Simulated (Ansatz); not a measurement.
C3H7FO (`CC(O)CF`), relaxed with RKS PBE0-D4/def2-TZVP in the Gaussian-basis code of Ansatz from a PBE-D4/def2-SVP geometry. The force threshold is 0.005 eV/Å; the program also tests the step.

The species carries charge 0 and has multiplicity 1.

Start:

```xyz
12

C    -0.444   -1.350    0.072
C     0.386   -0.085    0.232
O     0.243    0.378    1.564
C    -0.045    1.010   -0.736
F     0.702    2.159   -0.461
H    -1.517   -1.135    0.257
H    -0.334   -1.780   -0.943
H    -0.118   -2.107    0.810
H     1.459   -0.321    0.007
H     0.662    1.261    1.581
H     0.126    0.717   -1.796
H    -1.121    1.253   -0.587
```

```tsv
step	energy (eV)	largest force (eV/Å)	largest move (Å)
1	-7983.7671	0.670	0.000
2	-7983.8129	0.234	0.030
3	-7983.8187	0.030	0.019
4	-7983.8193	0.034	0.010
5	-7983.8195	0.012	0.013
6	-7983.8196	0.005	0.006
7	-7983.8196	0.002	0.002
```

End:

```xyz
12

C    -0.436   -1.333    0.064
C     0.383   -0.076    0.232
O     0.225    0.373    1.561
C    -0.055    0.994   -0.739
F     0.709    2.136   -0.530
H    -1.495   -1.126    0.239
H    -0.319   -1.748   -0.939
H    -0.114   -2.083    0.788
H     1.443   -0.297    0.034
H     0.673    1.221    1.636
H     0.089    0.678   -1.776
H    -1.102    1.262   -0.570
```

Hardware: 2 threads of an AMD EPYC 7R13 on a shared host and a share of an NVIDIA H100 80 GB. Wall time 7.5 s, peak host memory 0.86 GiB.
